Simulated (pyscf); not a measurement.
Structures and frequencies: ωB97X-D3(BJ)/def2-SVP in PySCF. Correlated levels are frozen-core, on RHF or UHF. ΔMP2 is the change of the MP2 total energy from the triple- to the quadruple-zeta basis.

SMILES: [F][Au]
```xyz
2

F      0.2475     1.0869     0.6380
Au     1.2437     0.4264    -0.8910
```
Charge 0, spin multiplicity 1.

Question: How much does it cost (ΔH, 298 K, CCSD(T)/def2-TZVPP + ΔMP2(QZVPP)) to split `[F][Au]` at its Au–F bond into F• + Au•?

Answer: Au–F to F• + Au•: 68.2 kcal/mol. The CCSD(T) − MP2 part came from Ansatz, without density fitting, on the same reference. The frozen core leaves the outer d or s,p core shells of the metals and heavy elements correlated in the MP2 and CC values, and def2-TZVPP describes them poorly, which can shift differences by a few kcal/mol. Left out: the spin-orbit lowering of F. Open-shell species with a d-block atom are single-reference here; other states, and whether the spin sits on metal or ligand, were not checked. Elements past Kr carry the def2 core potentials, without spin-orbit coupling.
